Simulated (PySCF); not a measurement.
Indirect couplings

Bonds (- single, = double, # triple, : aromatic): C1:C2 1.397 Å, C2:N3 1.329 Å, N3:C4 1.329 Å, C4:C5 1.397 Å, C5:N6 1.330 Å, N6:C1 1.329 Å. C1 carries H7; C2 carries H8; C4 carries H9; C5 carries H10.

Couplings: B3LYP/pcJ-1 (spin–dipole term only in couplings to heteroatoms) in PySCF 2.14.0 with density-fitted response routines, geometry PBE0-D3(BJ)/def2-SVP; gas phase, one conformer, non-relativistic. Couplings are averaged over pairs made equivalent by symmetry, fast rotation or ring inversion, so a value needn't be that of the named pair in this geometry, while other rotamers aren't included; one pair stands for each set, and the list holds those of at least 1.5 Hz over up to four bonds.

Isotopes: ¹³C, ¹H, ¹⁵N.

```json
{"pair": "C1, C2", "bonds": "1", "J (Hz)": "56.8"}
{"pair": "C1, H7", "bonds": "1", "J (Hz)": "189.6"}
{"pair": "C1, C5", "bonds": "2", "J (Hz)": "?"}
{"pair": "C1, H8", "bonds": "2", "J (Hz)": "?"}
{"pair": "N3, H8", "bonds": "2", "J (Hz)": "-12.3"}
{"pair": "C1, C4", "bonds": "3", "J (Hz)": "17.2"}
{"pair": "C1, H10", "bonds": "3", "J (Hz)": "10.5"}
{"pair": "N3, N6", "bonds": "3", "J (Hz)": "2.3"}
{"pair": "H7, H8", "bonds": "3", "J (Hz)": "2.8"}
{"pair": "C1, H9", "bonds": "4", "J (Hz)": "?"}
```

Q: Estimate the withheld couplings, with signs.

A: 
- ²J(C1,C5) = -5.5 Hz
- ²J(C1,H8) = 12.1 Hz
- ⁴J(C1,H9) = -1.7 Hz
